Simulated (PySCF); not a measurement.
C₅H₁₁N.
SMILES: `C/C=N/CCC`

The calculation used PySCF 2.14.0, density-fitted response routines, TDDFT PBE0/def2-SVPD, vertical, gas phase, core orbitals frozen in the response. One conformer (not necessarily the lowest) at the PBE0-D3(BJ)/def2-SVP geometry, without solvent, vibrations or thermal averaging. Torsions of this conformer, `[CH3:1]/[CH:2]=[N:3]/[CH2:4][CH2:5][CH3:6]`: C2–N3–C4–C5 -122°, N3–C4–C5–C6 66°.

```json
{"state": "S1", "E (eV)": "5.15", "λ (nm)": "240.9", "f": "0.0011", "main configurations (H = HOMO, L = LUMO)": "H→L (98%)"}
{"state": "S2", "E (eV)": "7.05", "λ (nm)": "175.9", "f": "0.028", "main configurations (H = HOMO, L = LUMO)": "H→L+1 (82%), H-1→L (14%)"}
{"state": "S3", "E (eV)": "7.40", "λ (nm)": "167.5", "f": "0.017", "main configurations (H = HOMO, L = LUMO)": "H→L+2 (73%), H-1→L (16%)"}
{"state": "S4", "E (eV)": "7.52", "λ (nm)": "164.9", "f": "0.335", "main configurations (H = HOMO, L = LUMO)": "H-1→L (54%), H→L+2 (19%), H→L+3 (11%)"}
{"state": "S5", "E (eV)": "7.69", "λ (nm)": "161.2", "f": "0.181", "main configurations (H = HOMO, L = LUMO)": "H→L+3 (83%)"}
{"state": "S6", "E (eV)": "7.85", "λ (nm)": "158.0", "f": "0.018", "main configurations (H = HOMO, L = LUMO)": "H→L+4 (51%), H-2→L (36%)"}
```

The lowest singlet comes at 241 nm (497 kJ/mol) in the ultraviolet; it is very weak; its leading configuration is HOMO→LUMO (98%). The strongest level in the table is S4 at 7.52 eV (165 nm, f = 0.335). Löwdin shares by element: HOMO nitrogen 59%, carbon 23% or more, hydrogen 6% or more; LUMO carbon 42% or more, nitrogen 33%, hydrogen 6% or more (atoms not listed hold the other 18%). Weighted by f, the mean energy of these states is 7.55 eV. The oscillator strengths of these states sum to 0.581; summed over the whole spectrum of an exact calculation they would give the number of electrons, 48 (Thomas–Reiche–Kuhn). Of the 6 states listed, 5 reach f = 0.01 and none stays under 0.0005. Singlets were solved by full linear response.
